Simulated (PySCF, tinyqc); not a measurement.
Inside a calculation. Method: CCSD on RHF in the sto-3g basis, frozen core, for BH, spin multiplicity 1. The lowest restricted solution is unstable here: a spin-polarised one lies 0.0107 hartree lower (PySCF). Computed by tinyqc, a small Python program that keeps every step (integrals from PySCF). Settings: charge = 0, multiplicity = 1, basis = sto-3g, method = RHF, frozen orbitals = 1, energy threshold = 1e-10, iteration cap = 72, orthogonalisation = symmetric, start = atomic densities, DIIS depth = 6, amplitude equations = CCSD, DIIS depth for amplitudes = 0, cap on updates = 62. Command: `OMP_NUM_THREADS=1 python tinyqc.py 26958 26959 out.jsonl` (the two numbers bound the seeds that draw the settings). One thread of a shared host (Intel(R) Xeon(R) Processor @ 2.60GHz), about 0.3 s of CPU time with the checks. The early iterations of the SCF are left out here.

## One-electron integrals

Geometry (angstrom):

| atom | x | y | z |
|---|---|---|---|
| B | 0.000000 | 0.000000 | 0.000000 |
| H | 0.000000 | 0.000000 | 1.852000 |

Basis sto-3g: exponents (1/bohr^2) and contraction coefficients of normalised primitives:

| element | l (shell) | exponent | coefficient |
|---|---|---|---|
| B | s (1) | 48.791113 | 0.154329 |
| B | s (1) | 8.887362 | 0.535328 |
| B | s (1) | 2.405267 | 0.444635 |
| B | s (2) | 2.236956 | -0.099967 |
| B | s (2) | 0.519821 | 0.399513 |
| B | s (2) | 0.169062 | 0.700115 |
| B | p (3) | 2.236956 | 0.155916 |
| B | p (3) | 0.519821 | 0.607684 |
| B | p (3) | 0.169062 | 0.391957 |
| H | s (1) | 3.425251 | 0.154329 |
| H | s (1) | 0.623914 | 0.535328 |
| H | s (1) | 0.168855 | 0.444635 |

Overlap, kinetic and nuclear-attraction integrals over the contracted functions; the nuclear repulsion is the sum of Za Zb / Rab.

nuclear repulsion = 1.42866418 hartree

overlap S, lower triangle:
```
           1B 1s     1B 2s    1B 2px    1B 2py    1B 2pz     2H 1s
1B 1s   1.000000
1B 2s   0.269328  1.000000
1B 2px  0.000000  0.000000  1.000000
1B 2py  0.000000  0.000000  0.000000  1.000000
1B 2pz  0.000000  0.000000  0.000000  0.000000  1.000000
2H 1s   0.015209  0.203240  0.000000  0.000000  0.252079  1.000000
```

kinetic energy T (hartree), lower triangle:
```
            1B 1s      1B 2s    1B 2px    1B 2py    1B 2pz     2H 1s
1B 1s   10.826302
1B 2s   -0.047967   0.359168
1B 2px   0.000000   0.000000  1.123881
1B 2py   0.000000   0.000000  0.000000  1.123881
1B 2pz   0.000000   0.000000  0.000000  0.000000  1.123881
2H 1s   -0.004569  -0.001385  0.000000  0.000000  0.034070  0.760032
```

nuclear attraction V (hartree), lower triangle:
```
             1B 1s      1B 2s     1B 2px     1B 2py     1B 2pz      2H 1s
1B 1s   -23.433121
1B 2s    -3.216318  -4.056800
1B 2px    0.000000   0.000000  -4.011618
1B 2py    0.000000   0.000000   0.000000  -4.011618
1B 2pz   -0.007672  -0.077391   0.000000   0.000000  -4.056072
2H 1s    -0.182456  -0.614391   0.000000   0.000000  -0.710135  -2.654136
```

core Hamiltonian H = T + V (hartree), lower triangle:
```
             1B 1s      1B 2s     1B 2px     1B 2py     1B 2pz      2H 1s
1B 1s   -12.606819
1B 2s    -3.264285  -3.697632
1B 2px    0.000000   0.000000  -2.887737
1B 2py    0.000000   0.000000   0.000000  -2.887737
1B 2pz   -0.007672  -0.077391   0.000000   0.000000  -2.932192
2H 1s    -0.187026  -0.615776   0.000000   0.000000  -0.676065  -1.894104
```

## Two-electron integrals

Functions are numbered as in S; the eight-fold symmetry (ij|kl) = (ji|kl) = (kl|ij) leaves the list below.

Two-electron integrals (ij|kl) in chemists' order, unique and non-zero (hartree):
```
(11|11) 2.923513   (21|11) 0.518376   (21|21) 0.109262   (22|11) 0.744229
(22|21) 0.193177   (22|22) 0.544804   (31|31) 0.020264   (32|31) 0.029996
(32|32) 0.120346   (33|11) 0.742491   (33|21) 0.193240   (33|22) 0.544682
(33|33) 0.586773   (41|41) 0.020264   (42|41) 0.029996   (42|42) 0.120346
(43|43) 0.031630   (44|11) 0.742491   (44|21) 0.193240   (44|22) 0.544682
(44|33) 0.523513   (44|44) 0.586773   (51|51) 0.020264   (52|51) 0.029996
(52|52) 0.120346   (53|53) 0.031630   (54|54) 0.031630   (55|11) 0.742491
(55|21) 0.193240   (55|22) 0.544682   (55|33) 0.523513   (55|44) 0.523513
(55|55) 0.586773   (61|11) 0.029113   (61|21) 0.006117   (61|22) 0.010865
(61|33) 0.010823   (61|44) 0.010823   (61|51) 0.000441   (61|52) 0.000818
(61|55) 0.010956   (61|61) 0.000353   (62|11) 0.097357   (62|21) 0.025819
(62|22) 0.084048   (62|33) 0.081485   (62|44) 0.081485   (62|51) 0.002776
(62|52) 0.019270   (62|55) 0.089081   (62|61) 0.001543   (62|62) 0.021508
(63|31) 0.002133   (63|32) 0.010922   (63|53) 0.003297   (63|63) 0.001866
(64|41) 0.002133   (64|42) 0.010922   (64|54) 0.003297   (64|64) 0.001866
(65|11) 0.105403   (65|21) 0.028243   (65|22) 0.096521   (65|33) 0.091856
(65|44) 0.091856   (65|51) 0.004533   (65|52) 0.029880   (65|55) 0.105734
(65|61) 0.001737   (65|62) 0.028432   (65|65) 0.038688   (66|11) 0.285469
(66|21) 0.076859   (66|22) 0.282512   (66|33) 0.269544   (66|44) 0.269544
(66|51) 0.007584   (66|52) 0.073280   (66|55) 0.308059   (66|61) 0.004591
(66|62) 0.103876   (66|65) 0.147442   (66|66) 0.774606
```

## Orthogonalisation

S = U s U^T; symmetric (Loewdin) form X = U s^(-1/2) U^T, so that X^T S X = 1.

eigenvalues of S: 0.625397  0.814750  1.000000  1.000000  1.170667  1.389186

X, lower triangle:
```
            1B 1s      1B 2s    1B 2px    1B 2py     1B 2pz     2H 1s
1B 1s    1.029215
1B 2s   -0.143961   1.046876
1B 2px   0.000000   0.000000  1.000000
1B 2py   0.000000   0.000000  0.000000  1.000000
1B 2pz  -0.003349   0.021655  0.000000  0.000000   1.025851
2H 1s    0.014982  -0.112555  0.000000  0.000000  -0.135164  1.043109
```

## Iteration 8 (converged): orbitals

converged F (hartree), lower triangle:
```
            1B 1s      1B 2s    1B 2px    1B 2py     1B 2pz      2H 1s
1B 1s   -7.382994
1B 2s   -2.152106  -1.023101
1B 2px   0.000000   0.000000  0.244119
1B 2py   0.000000   0.000000  0.000000  0.244119
1B 2pz  -0.014686   0.015362  0.000000  0.000000   0.019327
2H 1s   -0.127249  -0.229485  0.000000  0.000000  -0.264162  -0.146736
```

Diagonalise F' = X^T F X, C = X C', fill 3 alpha and 3 beta electrons from the bottom; D = 2 C_occ C_occ^T. Each column has its largest component positive (the first on a tie).

F' = X^T F X (hartree), lower triangle:
```
           1          2         3         4          5          6
1  -7.206970
2  -1.107985  -0.575410
3   0.000000   0.000000  0.244119
4   0.000000   0.000000  0.000000  0.244119
5  -0.028921   0.066156  0.000000  0.000000   0.092676
6   0.023259  -0.161648  0.000000  0.000000  -0.278159  -0.041742
```

orbital energies (hartree): MO1 -7.387236, MO2 -0.462455, MO3 -0.226799, MO4 0.244119, MO5 0.244119, MO6 0.345043

coefficients C:
```
              MO1        MO2        MO3       MO4        MO5        MO6
1B 1s    0.992752  -0.272984   0.118856  0.000000   0.000000  -0.077721
1B 2s    0.025962   0.912633  -0.448790  0.000000   0.000000   0.307940
1B 2px   0.000000   0.000000   0.000000  0.922939  -0.384946   0.000000
1B 2py   0.000000   0.000000   0.000000  0.384946   0.922939   0.000000
1B 2pz   0.002581   0.059196   0.574721  0.000000   0.000000   0.858665
2H 1s   -0.003088   0.315400   0.641643  0.000000   0.000000  -0.779773
```

D after iteration 8, lower triangle:
```
            1B 1s      1B 2s    1B 2px    1B 2py    1B 2pz     2H 1s
1B 1s    2.148407
1B 2s   -0.553403   2.069970
1B 2px   0.000000   0.000000  0.000000
1B 2py   0.000000   0.000000  0.000000  0.000000
1B 2pz   0.109423  -0.407675  0.000000  0.000000  0.667630
2H 1s   -0.025803  -0.000397  0.000000  0.000000  0.774856  1.022384
```

Within a degenerate level the vectors are fixed only up to a rotation; this is one choice.

## Convergence

Stop when the energy changes by less than 1e-10 hartree and every element of the error matrix X^T (F D S - S D F) X is below 3e-06.

Course of the cycle:

| iteration | E (hartree) | change | largest element of the error matrix |
|---|---|---|---|
| 1 | -24.50273812 | - | 1.90e-01 |
| 2 | -24.58001569 | -7.73e-02 | 2.45e-01 |
| 3 | -24.62207703 | -4.21e-02 | 1.55e-01 |
| 4 | -24.64575914 | -2.37e-02 | 4.22e-03 |
| 5 | -24.64577303 | -1.39e-05 | 2.87e-04 |
| 6 | -24.64577322 | -1.88e-07 | 7.34e-06 |
| 7 | -24.64577322 | -1.24e-10 | 6.87e-08 |
| 8 | -24.64577322 | 1.42e-14 | 2.03e-08 |

PySCF RHF in the same basis = -24.64577322 hartree

Converged in 8 iterations.

## Integrals over molecular orbitals

(pq|rs) = sum C_ip C_jq C_kr C_ls (ij|kl), one index at a time.

one-electron integrals over orbitals h = C^T H C (hartree), lower triangle:
```
            1          2          3          4          5          6
1  -12.594321
2    0.332738  -2.947071
3   -0.136299   0.253150  -2.456556
4    0.000000   0.000000   0.000000  -2.887737
5    0.000000   0.000000   0.000000   0.000000  -2.887737
6    0.093374  -0.352835  -0.469509   0.000000   0.000000  -2.445672
```

Two-electron integrals over orbitals (pq|rs), unique and non-zero (hartree); the lowest 1 orbital is frozen and left out:
```
(22|22) 0.472465    (32|22) -0.015440   (32|32) 0.113693    (33|22) 0.422259
(33|32) 0.010914    (33|33) 0.466433    (42|42) 0.093139    (43|42) -0.036288
(43|43) 0.029008    (44|22) 0.489834    (44|32) -0.075355   (44|33) 0.405939
(44|44) 0.586773    (52|52) 0.093139    (53|52) -0.036288   (53|53) 0.029008
(54|54) 0.031630    (55|22) 0.489834    (55|32) -0.075355   (55|33) 0.405939
(55|44) 0.523513    (55|55) 0.586773    (62|22) 0.056332    (62|32) -0.002161
(62|33) -0.027397   (62|44) 0.071797    (62|55) 0.071797    (62|62) 0.084928
(63|22) 0.052497    (63|32) -0.111108   (63|33) -0.014033   (63|44) 0.107683
(63|55) 0.107683    (63|62) 0.052757    (63|63) 0.157929    (64|42) 0.025182
(64|43) 0.006015    (64|64) 0.025152    (65|52) 0.025182    (65|53) 0.006015
(65|65) 0.025152    (66|22) 0.461316    (66|32) 0.047511    (66|33) 0.465307
(66|44) 0.435942    (66|55) 0.435942    (66|62) 0.025359    (66|63) -0.020940
(66|66) 0.521358
```

## CCSD: starting amplitudes

t_ij^ab = <ij||ab> / (e_i + e_j - e_a - e_b), whose energy is MP2.

Starting amplitudes (spin orbitals 1a, 1b, ...; amplitudes related by a flip of all spins are not repeated):

| from | to | t |
|---|---|---|
| 3a 3b | 6a 6b | -0.138088 |
| 2a 2b | 5a 5b | -0.065909 |
| 2a 2b | 4a 4b | -0.065909 |
| 2a 2b | 6a 6b | -0.052587 |
| 2a 3b | 6a 6b | -0.038248 |
| 2a 3b | 5a 5b | 0.030818 |
| 2a 3b | 4a 4b | 0.030818 |
| 3a 3b | 5a 5b | -0.030799 |
| 3a 3b | 4a 4b | -0.030799 |

correlation energy = -0.04884733 hartree

## CCSD: amplitude update 1

t_i^a D_i^a and t_ij^ab D_ij^ab are set to the remaining terms of the spin-orbital equations, evaluated with the old amplitudes; for the doubles these are <ij||ab> + 1/2 <ab||ef> t_ij^ef + 1/2 <mn||ij> t_mn^ab + P(ij)P(ab) <mb||ej> t_im^ae + terms in t^2 + terms with t1, D the orbital-energy denominators.

Amplitudes after update 1 (spin orbitals 1a, 1b, ...; amplitudes related by a flip of all spins are not repeated):

| from | to | t |
|---|---|---|
| 3a 3b | 6a 6b | -0.197156 |
| 2a 2b | 5a 5b | -0.097857 |
| 2a 2b | 4a 4b | -0.097857 |
| 2a 2b | 6a 6b | -0.064619 |
| 2a 3b | 6a 6b | -0.059381 |
| 2a 3b | 5a 5b | 0.053175 |
| 2a 3b | 4a 4b | 0.053175 |
| 3a 3b | 5a 5b | -0.042879 |
| 3a 3b | 4a 4b | -0.042879 |
| 2a | 6a | 0.017259 |
| 3a | 6a | 0.007425 |

correlation energy = -0.07127734 hartree

## CCSD: amplitude update 2

As before.

Amplitudes after update 2 (spin orbitals 1a, 1b, ...; amplitudes related by a flip of all spins are not repeated):

| from | to | t |
|---|---|---|
| 3a 3b | 6a 6b | -0.224927 |
| 2a 2b | 5a 5b | -0.114848 |
| 2a 2b | 4a 4b | -0.114848 |
| 2a 3b | 6a 6b | -0.069672 |
| 2a 3b | 5a 5b | 0.065878 |
| 2a 3b | 4a 4b | 0.065878 |
| 2a 2b | 6a 6b | -0.065109 |
| 3a 3b | 5a 5b | -0.049304 |
| 3a 3b | 4a 4b | -0.049304 |
| 2a | 6a | 0.029136 |
| 3a | 6a | 0.011005 |

correlation energy = -0.08209464 hartree

## CCSD: amplitude update 3

As before.

Amplitudes after update 3 (spin orbitals 1a, 1b, ...; amplitudes related by a flip of all spins are not repeated):

| from | to | t |
|---|---|---|
| 3a 3b | 6a 6b | -0.238859 |
| 2a 2b | 5a 5b | -0.124031 |
| 2a 2b | 4a 4b | -0.124031 |
| 2a 3b | 6a 6b | -0.074181 |
| 2a 3b | 5a 5b | 0.072720 |
| 2a 3b | 4a 4b | 0.072720 |
| 2a 2b | 6a 6b | -0.063363 |
| 3a 3b | 5a 5b | -0.052912 |
| 3a 3b | 4a 4b | -0.052912 |
| 2a | 6a | 0.035733 |
| 3a | 6a | 0.012288 |

correlation energy = -0.08748179 hartree

## CCSD: convergence

E_corr = 1/4 sum <ij||ab> t_ij^ab + 1/2 sum <ij||ab> t_i^a t_j^b; stop when the norm of the change is below 1e-8.

Course of the amplitude iterations:

| update | correlation energy (hartree) | norm of the change |
|---|---|---|
| 0 | -0.04884733 | - |
| 1 | -0.07127734 | 1.90e-01 |
| 2 | -0.08209464 | 9.73e-02 |
| 3 | -0.08748179 | 5.07e-02 |
| 4 | -0.09020606 | 2.66e-02 |
| 5 | -0.09159739 | 1.41e-02 |
| 6 | -0.09231398 | 7.51e-03 |
| 7 | -0.09268590 | 4.03e-03 |
| 8 | -0.09288031 | 2.17e-03 |
| 9 | -0.09298259 | 1.18e-03 |
| 10 | -0.09303672 | 6.45e-04 |
| 11 | -0.09306553 | 3.55e-04 |
| 12 | -0.09308094 | 1.96e-04 |
| 13 | -0.09308923 | 1.09e-04 |
| ... | ... | ... |
| 17 | -0.09309817 | 1.10e-05 |
| 18 | -0.09309856 | 6.30e-06 |
| 19 | -0.09309878 | 3.61e-06 |
| 20 | -0.09309890 | 2.08e-06 |
| 21 | -0.09309897 | 1.21e-06 |
| 22 | -0.09309901 | 7.01e-07 |
| 23 | -0.09309903 | 4.09e-07 |
| 24 | -0.09309904 | 2.39e-07 |
| 25 | -0.09309904 | 1.40e-07 |
| 26 | -0.09309905 | 8.23e-08 |
| 27 | -0.09309905 | 4.84e-08 |
| 28 | -0.09309905 | 2.86e-08 |
| 29 | -0.09309905 | 1.69e-08 |
| 30 | -0.09309905 | 9.97e-09 |

Converged amplitudes (spin orbitals 1a, 1b, ...; amplitudes related by a flip of all spins are not repeated):

| from | to | t |
|---|---|---|
| 3a 3b | 6a 6b | -0.254223 |
| 2a 2b | 5a 5b | -0.134693 |
| 2a 2b | 4a 4b | -0.134693 |
| 2a 3b | 5a 5b | 0.080442 |
| 2a 3b | 4a 4b | 0.080442 |
| 2a 3b | 6a 6b | -0.076887 |
| 2a 2b | 6a 6b | -0.058839 |
| 3a 3b | 5a 5b | -0.057141 |
| 3a 3b | 4a 4b | -0.057141 |
| 2a | 6a | 0.043865 |
| 3a | 6a | 0.011994 |

CCSD total energy = -24.73887227 hartree

T1 diagnostic, norm of the one-spin t1 over sqrt(correlated electrons) = 0.022737

Converged in 30 updates.
